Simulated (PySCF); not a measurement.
# Worked example: correlation energy of CS, singlet

Geometry: MP2(full)/6-31G*, from the G2/97 set.

```xyz
2

C     0.0000    0.0000    0.0000
S     0.0000    0.0000    1.5447
```

Basis cc-pV(D+d)Z; PySCF 2.14.0. Only valence electrons are correlated (noble-gas cores frozen), which leaves 10 electrons in 31 orbitals. Prefix R: restricted or restricted open-shell reference.

Full CI isn't at hand for all of this; RCCSDT(Q) serves as the reference, and is uncertain by about the last step of the cluster series.

| level | total energy (hartree) |
| --- | --- |
| RHF | -435.333870 |
| RMP2 | -435.579073 |
| RCCSD | -435.597289 |
| RCCSD(T) | -435.612201 |
| RCCSDT | -435.612987 |
| RCCSDT(Q) | -435.614099 |

Q: What is the correlation energy at RCCSDT(Q), and what share of it do RMP2 and RCCSDT recover?

A: E(corr) = -435.614099 − (-435.333870) = -0.280229 hartree = -7.625 eV. RMP2: -0.245203 / -0.280229 = 87.50 %. RCCSDT: -0.279117 / -0.280229 = 99.60 %.

Q: By how many kcal/mol does RCCSD(T) miss RCCSDT(Q) (1 hartree = 627.509 kcal/mol), and which steps make up the rest?

A: -435.612201 − (-435.614099) = 0.001898 hartree = 1.19 kcal/mol. Steps: RCCSDT − RCCSD(T) = -0.49, RCCSDT(Q) − RCCSDT = -0.70 kcal/mol. Differences between like states or geometries often cancel part of this.
